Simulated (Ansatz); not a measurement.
System: CH2 (charge +1, doublet). 
Structure (B3LYP-D3(BJ)/def2-TZVP (Ansatz, a quantum-chemistry and plane-wave program) minimum search):
```
C
H 1 1.0973
H 1 1.0973 2 141.38
```
Charge +1, spin multiplicity 2.

Parts of the frozen-core correlation energy in cc-pVDZ (Ansatz, hartree). Frozen orbitals: 1; correlated occupied orbitals by spin: 3 and 2; virtual: 20 and 21. UHF or UKS for open shells. Spin-orbit coupling is left out. No relativistic terms.

```
term                           value
-------------------------  ---------
reference (HF)             -38.57139
MP2 opposite-spin                  …
MP2 same-spin               -0.00997
CCSD correlation                   …
(T)                                …
CCSDT minus CCSD(T)         -0.00037
CCSDT(Q) minus CCSD(T)      -0.00040
T1 diagnostic                  0.007
largest doubles amplitude      0.069
<S^2> of the reference         0.755
```

Problem. Some entries are withheld; supply them.

Solution. 
- MP2 opposite-spin, value: -0.06535
- CCSD correlation, value: -0.09637
- (T), value: -0.00130
